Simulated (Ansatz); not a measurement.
Input file:

```yaml
crystal:
  periodic: [false, false, false]
  atoms:
    - {symbol: Br, position_ang: [0.000000, 0.000000, -1.697000]}
    - {symbol: H, position_ang: [0.000000, 0.000000, -0.376000]}
    - {symbol: Br, position_ang: [0.000000, 0.000000, 2.073000]}
basis:
  gaussian: {orbitals: cc-pVDZ}
magnetization: {spin_polarized: true, initial_magnetization: 1}
correlation: {method: bccd_t, electrons: outside_noble_gas}
output: {forces: true}
```

```sh
$ ansatz run in.yaml --threads 1 --pin off --events-out ev --progress --plain --max-ram 2393MiB
```

Log:

```
678 factors; integrals over basis functions are off by at most 1.2e-3 eV
mean field evaluation 1: about -140010.8470 eV, gradient 7.8e0 eV
mean field evaluation 2: about -140010.8476 eV, gradient 7.8e0 eV
mean field evaluation 4: about -140011.5353 eV, gradient 9.2e-1 eV
mean field evaluation 8: about -140011.5500 eV, gradient 7.7e-4 eV
mean field evaluation 16: about -140011.4561 eV, gradient 7.2e-2 eV
mean field evaluation 32: about -140011.4614 eV, gradient 5.6e-1 eV
mean field evaluation 64: about -140011.5471 eV, gradient 4.6e-2 eV
mean field evaluation 96: about -140011.4526 eV, gradient 6.1e-1 eV
mean field evaluation 128: about -140011.5500 eV, gradient 9.9e-4 eV
mean field evaluation 160: about -140011.5498 eV, gradient 1.1e-1 eV
mean field evaluation 192: about -140007.6173 eV, gradient 5.9e0 eV
mean field -140011.55001644 eV, -5145.3295598669 hartree, gradient 2.4e-6 eV, S^2 0.755822; 10 other end points of the search recorded, 0 dependent functions left out
determinant -140011.55001644 eV, -5145.3295598669 hartree, with singles and doubles -140018.31660085 eV, -5145.5782272574 hartree
determinant -140011.45622686 eV, -5145.3261131633 hartree, with singles and doubles -140018.23524284 eV, -5145.5752374059 hartree
determinant -140011.55001644 eV, -5145.3295598669 hartree, with singles and doubles -140018.31657619 eV, -5145.5782263512 hartree
determinant -140011.45622686 eV, -5145.3261131633 hartree, with singles and doubles -140018.23521454 eV, -5145.5752363656 hartree
28 core orbitals not correlated: weight in the atoms' cores, before any rotation towards them, 1.000 or more for the frozen orbitals, at most 0.000 for the correlated occupied ones
reference -140011.55001644 eV, -5145.3295598669 hartree; 8, 7 occupied and 23, 24 virtual orbitals, 678 factors
second order -5.99131422 eV of doubles, -0.00000000 eV of singles
cycle   1  -6.76433057 eV  change    2.2e-3 eV  update   7.9e-4
cycle   2  -6.76421639 eV  change    1.1e-4 eV  update   1.5e-4
cycle   3  -6.76420977 eV  change    6.6e-6 eV  update   5.5e-5
cycle   4  -6.76421649 eV  change   -6.7e-6 eV  update   1.3e-5
cycle   5  -6.76422004 eV  change   -3.6e-6 eV  update   4.2e-6
cycle   6  -6.76421959 eV  change    4.5e-7 eV  update   1.9e-6
cycle   7  -6.76421955 eV  change    4.0e-8 eV  update   1.0e-6
cycle   8  -6.76421960 eV  change   -5.0e-8 eV  update   3.2e-7
cycle   9  -6.76421959 eV  change    8.4e-9 eV  update   1.8e-7
cycle  10  -6.76421960 eV  change   -1.3e-8 eV  update   4.2e-8
perturbative correction -0.08524341 eV, -0.0031326377 hartree
the calculation of the forces begins
Total energy: -140018.39947945 eV, -5145.5812729900 hartree
Atom 0 at     0.000000     0.000000    -1.697000 Å, force    -0.000000     0.000000    -3.854503 eV/Å
Atom 1 at     0.000000     0.000000    -0.376000 Å, force     0.000000    -0.000000     3.458140 eV/Å
Atom 2 at     0.000000     0.000000     2.073000 Å, force     0.000000     0.000000     0.396363 eV/Å
Dipole moment:     0.000000     0.000000     0.326836 e Å
```

Forces (eV/Å):
```
Br   0.000  0.000 -3.855
H    0.000  0.000  3.458
Br   0.000  0.000  0.396
```

Ran on 1 thread of Arm Neoverse V1, shared host: 20 s wall, 0.26 GiB peak host memory.
